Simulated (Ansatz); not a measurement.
# SiH3 (silyl radical): methods side by side

SiH3 has 4 atoms, charge 0, and is taken as a doublet. As SMILES, `[SiH3]`. The shape is that of a PBE0-D4/def2-TZVP optimisation.

```xyz
4

Si    0.2938   -0.0269   -0.1640
H     0.5592    0.6653    1.1239
H    -0.2240   -1.4017    0.0601
H    -0.6289    0.7632   -1.0200
```

Each level gives the energy change with the Si1–H2 bond stretched from 1.486 to 3.715 Å (eV). The values are calculated.

```json
{"level": "UHF/6-31G* (spherical functions)", "kind": "Hartree–Fock", "program": "Ansatz", "value (eV)": "2.95", "less FCI/6-31G*": "-0.21", "CPU time (all runs)": "0.48 s"}
{"level": "USVWN5/6-31G* (spherical functions)", "kind": "LDA", "program": "Ansatz", "value (eV)": "3.74", "less FCI/6-31G*": "+0.58", "CPU time (all runs)": "2.8 s"}
{"level": "U-revPBE/6-31G* (spherical functions)", "kind": "GGA", "program": "Ansatz", "value (eV)": "3.43", "less FCI/6-31G*": "+0.27", "CPU time (all runs)": "5.8 s"}
{"level": "U-r2SCAN/6-31G* (spherical functions)", "kind": "meta-GGA", "program": "Ansatz", "value (eV)": "3.57", "less FCI/6-31G*": "+0.41", "CPU time (all runs)": "10 s"}
{"level": "UBHLYP/6-31G* (spherical functions)", "kind": "global hybrid", "program": "Ansatz", "value (eV)": "3.47", "less FCI/6-31G*": "+0.31", "CPU time (all runs)": "5.5 s"}
{"level": "UPBE0/6-31G* (spherical functions)", "kind": "global hybrid", "program": "Ansatz", "value (eV)": "3.50", "less FCI/6-31G*": "+0.34", "CPU time (all runs)": "5.5 s"}
{"level": "UCCSDT/6-31G* (spherical functions)", "kind": "coupled cluster or CI", "program": "Ansatz", "value (eV)": "3.16", "less FCI/6-31G*": "0.00", "CPU time (all runs)": "3.6 s"}
{"level": "FCI/3-21G", "kind": "exact in the basis", "program": "Ansatz", "value (eV)": "3.12", "less FCI/6-31G*": "-0.04", "CPU time (all runs)": "2.7 s"}
{"level": "FCI/6-31G* (spherical functions)", "kind": "exact in the basis", "program": "Ansatz", "value (eV)": "3.16", "less FCI/6-31G*": "0.00", "CPU time (all runs)": "27 s"}
```

FCI/6-31G* (spherical functions) is exact within its basis and frozen core, so for wave-function methods in that basis the difference is their error; functionals converge differently with the basis, so for them it is only a difference. The first shape isn't each level's own minimum. The values span 2.95 to 3.74 eV. Spin contamination of the reference (⟨S²⟩ at least 0.1 too high) touches UHF/6-31G*, USVWN5/6-31G*, U-revPBE/6-31G*, U-r2SCAN/6-31G*, UBHLYP/6-31G*, UPBE0/6-31G*, UCCSDT/6-31G*. High-level rows in very small sets aren't better than simpler rows in larger ones. Times are those of the runs behind each value, whatever else they computed, on shared processors of several kinds: orders of magnitude only.
